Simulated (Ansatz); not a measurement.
Geometry optimisation, RKS B3LYP-D4/def2-SVP (Ansatz).

The input (input.yaml):

```yaml
crystal:
  periodic: [false, false, false]
  atoms:
    - { symbol: B, position_ang: [-0.904216, 0.013008, 0.593213] }
    - { symbol: H, position_ang: [1.380629, 0.011398, 1.258524] }
    - { symbol: Cl, position_ang: [2.133575, -0.026113, 0.151977] }
    - { symbol: C, position_ang: [-1.515813, 0.002679, -0.81553] }
    - { symbol: H, position_ang: [-2.09028, -0.932972, -0.955343] }
    - { symbol: H, position_ang: [-2.205536, 0.862625, -0.911785] }
    - { symbol: H, position_ang: [-0.736658, 0.069375, -1.594756] }
basis:
  gaussian: { orbitals: def2-SVP }
hamiltonian:
  xc: b3lyp
  dispersion: d4
relax:
  f_tol: 0.03
  max_steps: 50
```

Launched with:

```bash
$ ansatz run input.yaml --threads 1 --pin off --max-ram 2048MiB --backend cpu --events-out ev --progress --plain --runs-dir out
```

Question: Where does it end, and by what steps?

Answer: The forces met the threshold. The force dipped under the threshold on the way, but the program's further checks kept it going. After 18 steps the energy has fallen by 4.342 eV; H2 moved furthest, 1.56 Å. Parted: H2–Cl3 (1.34 → 2.53 Å). Joined: B1–H2 (2.38 → 1.20 Å), B1–Cl3 (3.07 → 1.76 Å).

```tsv
step	energy less start (eV)	largest force component (eV/Å)	accepted
0	0.0000	0.853	yes
1	-0.0566	0.758	yes
2	-0.1335	0.301	yes
3	-0.2128	0.582	yes
4	-0.2547	0.524	yes
5	-0.3874	1.366	yes
6	-0.5437	1.244	yes
7	-0.9153	3.547	yes
8	-1.4795	3.641	yes
9	-2.5718	4.026	yes
10	-3.5669	2.976	yes
11	-4.1729	1.156	yes
12	-4.3209	0.578	yes
13	-4.3244	0.441	yes
14	-4.3381	0.213	yes
15	-4.3412	0.032	yes
16	-4.3415	0.010	yes
17	-4.3417	0.043	yes
18	-4.3417	0.021	yes
```

```xyz
7
Properties=species:S:1:pos:R:3
B 0.030 0.003 0.265
H -0.162 -0.009 1.455
Cl 1.719 -0.004 -0.241
C -1.135 0.008 -0.767
H -1.748 -0.902 -0.615
H -1.819 0.850 -0.551
H -0.823 0.054 -1.820
```

Whether the end is a true minimum wasn't checked by a vibrational analysis.

Run time: 39 s on 1 thread of Arm Neoverse V1, on a shared host, peak memory 0.13 GiB.
